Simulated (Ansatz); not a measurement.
A nudged elastic band was laid between two geometries of CH3 + H4Si (9 atoms, charge 0, multiplicity 2).

Theory: UKS PBE-D4/6-31G* (Ansatz).

```
movable images  : 9
climbing image  : yes
spring          : 5.0 eV/Å²
optimiser       : quadratic models (default)
start path      : through a guess of the saddle point
force threshold : 0.05 eV/Å
iteration limit : 60
end points      : relaxed
```

Image 0:

```xyz
9
Properties=species:S:1:pos:R:3
Si 0.000 0.000 -0.295
H 0.000 0.000 1.207
H 1.412 0.000 -0.801
H -0.705 1.222 -0.801
H -0.705 -1.222 -0.801
C 0.000 0.000 3.824
H -0.589 -0.918 3.836
H 1.089 -0.051 3.836
H -0.500 0.969 3.836
```

Image 10:

```xyz
9
Properties=species:S:1:pos:R:3
Si 0.001 0.000 -0.692
H 0.000 0.000 2.497
H 1.429 0.000 -1.153
H -0.714 1.237 -1.153
H -0.713 -1.237 -1.153
C 0.000 0.000 3.600
H -0.561 -0.873 3.966
H 1.037 -0.049 3.965
H -0.476 0.922 3.966
```

Question: What changes between the two ends?

Answer: Bonds broken: Si1–H2. Bonds formed: H2–C6. CH3 + H4Si becomes CH4 + H3Si.

Question: What energy profile does the band end with?

Answer: The run converged. The highest image is number 3 of 0 to 10, 0.069 eV above the first end and 0.957 eV above the last; the last end lies 0.888 eV below the first. A vibrational analysis at the climbing image gives one clearly imaginary mode, 324i cm⁻¹, and a faint second one (34i cm⁻¹) that may be numerical noise or a soft torsion: probably a first-order saddle point.

| image | path coordinate (Å) | energy (eV) | Si1–H2 (Å) | H2–C6 (Å) |
| --- | --- | --- | --- | --- |
| 0 | 0.00 | 0.000 | 1.50 | 2.62 |
| 1 | 0.34 | 0.006 | 1.50 | 2.39 |
| 2 | 0.67 | 0.029 | 1.51 | 2.14 |
| 3 | 1.01 | 0.069 | 1.58 | 1.78 |
| 4 | 1.30 | -0.234 | 1.85 | 1.38 |
| 5 | 1.60 | -0.730 | 2.21 | 1.12 |
| 6 | 1.90 | -0.808 | 2.42 | 1.11 |
| 7 | 2.20 | -0.851 | 2.61 | 1.11 |
| 8 | 2.49 | -0.874 | 2.80 | 1.10 |
| 9 | 2.79 | -0.885 | 2.99 | 1.10 |
| 10 | 3.08 | -0.888 | 3.19 | 1.10 |

Question: What is the geometry of the highest image?

Answer: 
```xyz
9
Properties=species:S:1:pos:R:3
Si 0.000 0.000 -0.014
H 0.000 0.000 1.563
H 1.411 0.002 -0.526
H -0.707 1.221 -0.526
H -0.703 -1.223 -0.526
C 0.000 0.000 3.346
H -0.586 -0.908 3.509
H 1.079 -0.054 3.509
H -0.493 0.961 3.509
```

Time of the run: 2.6 min on 1 thread of Arm Neoverse V1 (shared host), peak memory 0.11 GiB.
